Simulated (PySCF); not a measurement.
A structure optimised at B3LYP-D3(BJ)/def2-TZVP, used in a PySCF frequency run:

```
C
O 1 1.3645
H 2 0.9632 1 109.87
H 1 1.0785 2 113.74 3 175.52
H 1 1.0822 4 121.48 2 153.15
```
Charge 0, spin multiplicity 2.

### Question
Write its SMILES and formula.

### Answer
[CH2]O, CH3O

### Question
What are its rotational constants (standard atomic weights)?

### Answer
193.76, 29.928, 26.138 GHz
